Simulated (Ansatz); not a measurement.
Two isomers of C2H5NS: A = `CSC=N`, B = `N=CCS`.

Computed with Ansatz on PBE0-D4/def2-TZVP structures; ΔE is electronic, products minus reactants. CBS: MP2 limit from def2 TZ/QZ plus the TZ coupled-cluster correction, frozen cores. DFT in def2-TZVPP. B3LYP here is the variant with VWN-RPA as its local correlation; programs differ in this. Each species was taken in one conformer, which may not be the lowest.

(1) Which isomer does CCSD(T)/CBS put lower? Give the gap. (Estimate.)

(2) Give E(B) − E(A) in kcal/mol with B3LYP-D4, MP2/def2-TZVPP, PBE-D4, CCSD(T)/def2-TZVPP, PBE0-D4, CCSD(T)/def2-SVP, HF/def2-TZVPP. (Estimate.)

(3) Does the order hold for the free energy at 298.15 K (harmonic terms from PBE0-D4)? (Best estimate.)

Largest T1 diagnostic: 0.013.

Answers

(1) Ansatz gave: A, by 4.3 kcal/mol.

(2) The calculation gave: B3LYP-D4 5.7, MP2/def2-TZVPP 5.1, PBE-D4 7.3, CCSD(T)/def2-TZVPP 3.7, PBE0-D4 5.9, CCSD(T)/def2-SVP 2.0, HF/def2-TZVPP 1.7. None reverses the order clearly.

(3) Ansatz gave: Yes: G(B) − G(A) = +3.2 kcal/mol, for one conformer each.

Leaving LDA and LC-ωPBE aside and taking each functional with its dispersion term where it has one, the values, not all of them listed here, spread over 3.1 kcal/mol, from BHLYP-D4 to revPBE-D4. In def2-TZVPP, CCSD(T) changes the Hartree–Fock value by +2.0 kcal/mol (the triples alone add +0.8 kcal/mol) and MP2 by +3.3 kcal/mol.
